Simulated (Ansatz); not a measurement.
Relaxation of C2H5N (8 atoms, charge 0, multiplicity 1), to a largest force component of 0.015 eV/Å in at most 40 steps.

These are results of RKS PBE0-D4/STO-3G (Ansatz 0.2.0), not measurements.

```xyz
8
Properties=species:S:1:pos:R:3
C -0.488 0.621 -0.280
C 0.595 -0.150 0.417
N 1.833 -0.034 0.267
H -0.429 0.449 -1.354
H -1.464 0.271 0.056
H -0.408 1.687 -0.087
H 0.274 -0.896 1.139
H 2.118 0.671 -0.414
```

Task: Where does it end, and by what steps?

Result: The run converged. The force dipped under the threshold on the way, but the program's further checks kept it going. Limits of this set-up: minimal basis. After 17 steps the energy has fallen by 0.303 eV; H4 moved furthest, 0.65 Å.

```json
{"step": "0", "energy less start (eV)": "0.0000", "largest force component (eV/Å)": "3.922", "accepted": "yes"}
{"step": "1", "energy less start (eV)": "-0.2145", "largest force component (eV/Å)": "0.909", "accepted": "yes"}
{"step": "2", "energy less start (eV)": "-0.2445", "largest force component (eV/Å)": "0.319", "accepted": "yes"}
{"step": "3", "energy less start (eV)": "-0.2449", "largest force component (eV/Å)": "0.143", "accepted": "yes"}
{"step": "4", "energy less start (eV)": "-0.2473", "largest force component (eV/Å)": "0.186", "accepted": "yes"}
{"step": "5", "energy less start (eV)": "-0.2481", "largest force component (eV/Å)": "0.273", "accepted": "yes"}
{"step": "6", "energy less start (eV)": "-0.2576", "largest force component (eV/Å)": "0.264", "accepted": "yes"}
{"step": "7", "energy less start (eV)": "-0.2826", "largest force component (eV/Å)": "0.182", "accepted": "yes"}
{"step": "8", "energy less start (eV)": "-0.0841", "largest force component (eV/Å)": "1.682", "accepted": "no"}
{"step": "9", "energy less start (eV)": "-0.2943", "largest force component (eV/Å)": "0.123", "accepted": "yes"}
{"step": "10", "energy less start (eV)": "-0.2908", "largest force component (eV/Å)": "0.939", "accepted": "no"}
{"step": "11", "energy less start (eV)": "-0.2984", "largest force component (eV/Å)": "0.056", "accepted": "yes"}
{"step": "12", "energy less start (eV)": "-0.3000", "largest force component (eV/Å)": "0.111", "accepted": "yes"}
{"step": "13", "energy less start (eV)": "-0.2923", "largest force component (eV/Å)": "0.425", "accepted": "no"}
{"step": "14", "energy less start (eV)": "-0.3021", "largest force component (eV/Å)": "0.010", "accepted": "yes"}
{"step": "15", "energy less start (eV)": "-0.3024", "largest force component (eV/Å)": "0.036", "accepted": "yes"}
{"step": "16", "energy less start (eV)": "-0.2990", "largest force component (eV/Å)": "0.160", "accepted": "no"}
{"step": "17", "energy less start (eV)": "-0.3025", "largest force component (eV/Å)": "0.002", "accepted": "yes"}
```

```xyz
8
Properties=species:S:1:pos:R:3
C -0.481 0.647 -0.268
C 0.631 -0.044 0.519
N 1.875 -0.224 0.170
H -0.109 1.006 -1.238
H -1.314 -0.049 -0.443
H -0.875 1.503 0.300
H 0.331 -0.436 1.508
H 1.974 0.217 -0.804
```

Run time: 13 s on 1 thread of Arm Neoverse V2 (shared host), peak memory 0.095 GiB.
